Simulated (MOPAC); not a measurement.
MOPAC input (PM7):

```
PM7 FORCE THERMO(298,298) PRECISE LET CHARGE=-1 GEO-OK AUX(PRECISION=9) THREADS=1
C2H4Cl

C     0.03666758 1    0.79148336 1   -0.09491837 1
C     1.48410299 1    0.71237657 1    0.05979364 1
Cl   -0.82630631 1   -0.73086128 1    0.01637262 1
H    -0.53419777 1    1.57704741 1   -0.44946538 1
H     1.91586780 1    1.72012490 1    0.12915145 1
H     1.76843718 1    0.17267675 1    0.97656872 1
H     1.98230700 1    0.19877395 1   -0.77951862 1
```

From the last part of the output:

```
     H    7   4.077442

          HEAT OF FORMATION =      -3.898010 KCALS/MOLE

          ZERO POINT ENERGY      29.684 KCAL/MOL

           NORMAL COORDINATE ANALYSIS (Total motion = 1 Angstrom)

   Root No.       1         2         3         4         5         6         7         8

                 1 A       2 A       3 A       4 A       5 A       6 A       7 A       8 A

                  76.3     170.7     333.8     652.1    1047.1    1061.7    1211.6    1305.9

   x  C    1   -0.0011   -0.0113   -0.0711   -0.0469    0.0034   -0.0032   -0.0327    0.1595
   y  C    1   -0.0088   -0.0340   -0.0630    0.2071   -0.0068    0.0496    0.0322    0.0014
   z  C    1    0.0086   -0.1027    0.0216   -0.0204   -0.0368   -0.0078   -0.0049   -0.0039
   x  C    2    0.0008   -0.0053   -0.0756   -0.0491   -0.0026    0.0086   -0.0028   -0.1353
   y  C    2    0.0001    0.0127    0.0915    0.0326    0.0141   -0.0631   -0.0315   -0.0164
   z  C    2    0.0003    0.0178   -0.0039    0.0001    0.0714    0.0107    0.0126   -0.0197
   x Cl    3   -0.0006    0.0053    0.0578    0.0355    0.0007    0.0000    0.0005   -0.0008
   y Cl    3    0.0019    0.0040   -0.0204   -0.0793   -0.0013   -0.0078    0.0109    0.0014
   z Cl    3   -0.0094    0.0133   -0.0027    0.0021   -0.0001    0.0006   -0.0012    0.0001
   x  H    4    0.0230    0.0364   -0.0656    0.0576   -0.0255   -0.1047    0.4921    0.1114
   y  H    4    0.0284    0.0444   -0.0820    0.1197    0.0153    0.1322   -0.4088    0.0339
   z  H    4    0.2577    0.4149   -0.0858    0.1172   -0.0329    0.0029    0.0038    0.0007
   x  H    5    0.0036    0.0304    0.0655   -0.2640   -0.1232    0.3222    0.0856   -0.1127
   y  H    5    0.0379    0.0033    0.1524   -0.0578   -0.0150    0.0959    0.0192   -0.0596
   z  H    5   -0.2477    0.1721   -0.0326    0.0191   -0.1245   -0.0226   -0.0184    0.2060
   x  H    6   -0.0226    0.0194   -0.1691    0.1054   -0.2507   -0.2247   -0.1352   -0.2092
   y  H    6    0.1881   -0.0816    0.1696   -0.0637   -0.0320    0.0961   -0.0041    0.1829
   z  H    6    0.1370   -0.0409    0.0047    0.0130   -0.1251   -0.0147   -0.0387    0.0692
   x  H    7    0.0195   -0.0758   -0.1147   -0.0043    0.3643   -0.0576   -0.0382   -0.0483
   y  H    7   -0.2180    0.1486    0.1363   -0.0664   -0.0094    0.1107    0.0031   -0.0287
   z  H    7    0.0784   -0.0044   -0.0017    0.0179   -0.1275   -0.0220    0.0059    0.0001

   Root No.       9        10        11        12        13        14        15

                 9 A      10 A      11 A      12 A      13 A      14 A      15 A

                1313.0    1330.0    1374.0    2634.7    2669.2    2748.1    2836.3

   x  C    1   -0.0441   -0.0136    0.0006   -0.0012    0.0007    0.0035   -0.0403
   y  C    1    0.0006   -0.0005    0.0021    0.0001   -0.0005   -0.0046   -0.0427
   z  C    1   -0.0034   -0.0004   -0.0009   -0.0028   -0.0001    0.0006    0.0094
   x  C    2    0.0338    0.0074   -0.0709   -0.0027   -0.0028    0.0193   -0.0060
   y  C    2    0.0046   -0.0401    0.0006   -0.0072   -0.0450   -0.0071   -0.0045
   z  C    2   -0.0337   -0.0006    0.0018   -0.0496    0.0073   -0.0047    0.0015
   x Cl    3    0.0004    0.0000    0.0000    0.0000   -0.0001   -0.0000    0.0001
   y Cl    3   -0.0003    0.0006    0.0004    0.0000    0.0002   -0.0001   -0.0012
   z Cl    3   -0.0001   -0.0001    0.0001    0.0000   -0.0000    0.0000    0.0002
   x  H    4   -0.0211    0.0198    0.0231   -0.0058   -0.0242    0.0416    0.4792
   y  H    4   -0.0164   -0.0303   -0.0237   -0.0081   -0.0327    0.0515    0.5692
   z  H    4   -0.0017    0.0030    0.0060   -0.0021    0.0087   -0.0121   -0.1282
   x  H    5    0.0270   -0.1478    0.2801   -0.0429   -0.1551   -0.1290    0.0078
   y  H    5   -0.0522   -0.0649    0.1201    0.0923    0.3499    0.3471   -0.0287
   z  H    5    0.3721   -0.0570    0.0062   -0.0182    0.0609    0.0516   -0.0039
   x  H    6   -0.0882    0.1172    0.2723   -0.1278    0.1514   -0.1019    0.0340
   y  H    6    0.2008    0.2251   -0.0929   -0.1871    0.1983   -0.1716    0.0445
   z  H    6    0.0901    0.2434    0.0830    0.1979   -0.2858    0.2154   -0.0594
   x  H    7    0.1915    0.0842    0.2624    0.2231    0.0563   -0.0826    0.0289
   y  H    7   -0.1851    0.3342   -0.0511    0.1864    0.0207   -0.0845    0.0193
   z  H    7   -0.0144   -0.1737   -0.1081    0.4461    0.1316   -0.2068    0.0549

           MASS-WEIGHTED COORDINATE ANALYSIS (NORMAL COORDINATES)

   Root No.       1         2         3         4         5         6         7         8

                 1 A       2 A       3 A       4 A       5 A       6 A       7 A       8 A

                  76.3     170.7     333.8     652.1    1047.1    1061.7    1211.6    1305.9

   x  C    1   -0.0078   -0.0617   -0.3310   -0.1642    0.0200   -0.0201   -0.1624    0.6643
   y  C    1   -0.0614   -0.1864   -0.2935    0.7243   -0.0404    0.3128    0.1601    0.0059
   z  C    1    0.0599   -0.5623    0.1006   -0.0712   -0.2172   -0.0491   -0.0246   -0.0163
   x  C    2    0.0054   -0.0289   -0.3520   -0.1719   -0.0152    0.0544   -0.0141   -0.5635
   y  C    2    0.0007    0.0694    0.4263    0.1139    0.0832   -0.3979   -0.1568   -0.0685
   z  C    2    0.0024    0.0976   -0.0183    0.0004    0.4218    0.0675    0.0627   -0.0819
   x Cl    3   -0.0066    0.0500    0.4621    0.2136    0.0073    0.0000    0.0046   -0.0060
   y Cl    3    0.0229    0.0374   -0.1629   -0.4762   -0.0131   -0.0844    0.0929    0.0103
   z Cl    3   -0.1131    0.1256   -0.0217    0.0127   -0.0008    0.0067   -0.0107    0.0010
   x  H    4    0.0466    0.0577   -0.0885    0.0584   -0.0436   -0.1912    0.7087    0.1344
   y  H    4    0.0574    0.0704   -0.1107    0.1213    0.0261    0.2414   -0.5888    0.0409
   z  H    4    0.5213    0.6582   -0.1157    0.1187   -0.0562    0.0052    0.0055    0.0008
   x  H    5    0.0072    0.0482    0.0884   -0.2675   -0.2108    0.5881    0.1233   -0.1360
   y  H    5    0.0767    0.0052    0.2056   -0.0586   -0.0256    0.1750    0.0276   -0.0719
   z  H    5   -0.5011    0.2730   -0.0439    0.0193   -0.2130   -0.0413   -0.0264    0.2486
   x  H    6   -0.0458    0.0309   -0.2281    0.1068   -0.4290   -0.4102   -0.1948   -0.2525
   y  H    6    0.3805   -0.1295    0.2288   -0.0645   -0.0547    0.1755   -0.0059    0.2207
   z  H    6    0.2772   -0.0649    0.0064    0.0132   -0.2141   -0.0269   -0.0558    0.0835
   x  H    7    0.0395   -0.1203   -0.1548   -0.0044    0.6233   -0.1051   -0.0550   -0.0583
   y  H    7   -0.4410    0.2358    0.1839   -0.0673   -0.0162    0.2021    0.0045   -0.0346
   z  H    7    0.1587   -0.0070   -0.0023    0.0181   -0.2182   -0.0402    0.0084    0.0002

   Root No.       9        10        11        12        13        14        15

                 9 A      10 A      11 A      12 A      13 A      14 A      15 A

                1313.0    1330.0    1374.0    2634.7    2669.2    2748.1    2836.3

   x  C    1   -0.2690   -0.0824    0.0037   -0.0065    0.0044    0.0225   -0.1761
   y  C    1    0.0035   -0.0032    0.0125    0.0007   -0.0028   -0.0293   -0.1864
   z  C    1   -0.0210   -0.0023   -0.0056   -0.0148   -0.0006    0.0040    0.0412
   x  C    2    0.2062    0.0448   -0.4283   -0.0145   -0.0168    0.1233   -0.0264
   y  C    2    0.0282   -0.2426    0.0038   -0.0388   -0.2659   -0.0454   -0.0195
   z  C    2   -0.2054   -0.0037    0.0111   -0.2657    0.0433   -0.0298    0.0067
   x Cl    3    0.0041    0.0002    0.0001    0.0000   -0.0010   -0.0002    0.0006
   y Cl    3   -0.0027    0.0059    0.0045    0.0003    0.0017   -0.0009   -0.0091
   z Cl    3   -0.0010   -0.0011    0.0006    0.0001   -0.0004    0.0000    0.0012
   x  H    4   -0.0373    0.0348    0.0404   -0.0090   -0.0413    0.0769    0.6063
   y  H    4   -0.0290   -0.0532   -0.0415   -0.0125   -0.0560    0.0951    0.7201
   z  H    4   -0.0031    0.0052    0.0106   -0.0032    0.0148   -0.0224   -0.1622
   x  H    5    0.0477   -0.2591    0.4900   -0.0666   -0.2654   -0.2384    0.0098
   y  H    5   -0.0921   -0.1138    0.2100    0.1433    0.5986    0.6413   -0.0363
   z  H    5    0.6570   -0.1000    0.0109   -0.0283    0.1041    0.0953   -0.0050
   x  H    6   -0.1558    0.2055    0.4761   -0.1984    0.2591   -0.1882    0.0430
   y  H    6    0.3545    0.3947   -0.1624   -0.2904    0.3392   -0.3170    0.0563
   z  H    6    0.1592    0.4269    0.1452    0.3072   -0.4890    0.3979   -0.0751
   x  H    7    0.3381    0.1477    0.4589    0.3464    0.0964   -0.1527    0.0365
   y  H    7   -0.3269    0.5860   -0.0893    0.2893    0.0355   -0.1561    0.0244
   z  H    7   -0.0255   -0.3045   -0.1890    0.6925    0.2251   -0.3820    0.0695

          DESCRIPTION OF VIBRATIONS

 VIBRATION          1    1A          ATOM PAIR     ENERGY CONTRIBUTION    RADIAL
 FREQUENCY            76.34         C 2 -- H 5         +35.1% (651.4%)      0.0%
 TRANSITION DIPOLE   0.4561         C 2 -- H 6         +31.6% (618.4%)      0.0%
 TRAVEL (Ang.)       0.0000         C 2 -- H 7         +31.2% (614.1%)      0.0%
 REDUCED MASS        0.2508         C 1 -- H 4          +0.9% (106.7%)      0.6%
 EFFECTIVE MASS      6.8290
 FORCE CONSTANT      0.0009

 VIBRATION          2    2A          ATOM PAIR     ENERGY CONTRIBUTION    RADIAL
 FREQUENCY           170.67         C 2 -- H 7         +23.6% (157.7%)     10.1%
 TRANSITION DIPOLE   1.7191         C 2 -- H 5         +23.1% (156.1%)      9.3%
 TRAVEL (Ang.)       0.4771         C 1 -- C 2         +17.6% (136.1%)      0.2%
 REDUCED MASS        1.7360         C 2 -- H 6         +14.4% (123.1%)      1.1%
 EFFECTIVE MASS     14.6832         C 1 -- Cl3         +11.2% (108.8%)      4.4%
 FORCE CONSTANT      0.0298         C 1 -- H 4         +10.2% (103.6%)      0.1%

 VIBRATION          3    3A          ATOM PAIR     ENERGY CONTRIBUTION    RADIAL
 FREQUENCY           333.82         C 1 -- C 2         +24.7% (191.9%)      0.1%
 TRANSITION DIPOLE   0.5213         C 2 -- H 6         +18.9% (168.2%)     13.0%
 TRAVEL (Ang.)       0.2336         C 2 -- H 7         +17.5% (161.7%)      0.1%
 REDUCED MASS        3.7029         C 2 -- H 5         +15.0% (149.9%)     53.6%
 EFFECTIVE MASS     34.6742         C 1 -- Cl3         +14.8% (148.6%)      7.8%
 FORCE CONSTANT      0.2431

 VIBRATION          4    4A          ATOM PAIR     ENERGY CONTRIBUTION    RADIAL
 FREQUENCY           652.07         C 1 -- Cl3         +37.3% (109.5%)     97.5%
```

The dipole moment of an ion depends on the origin.
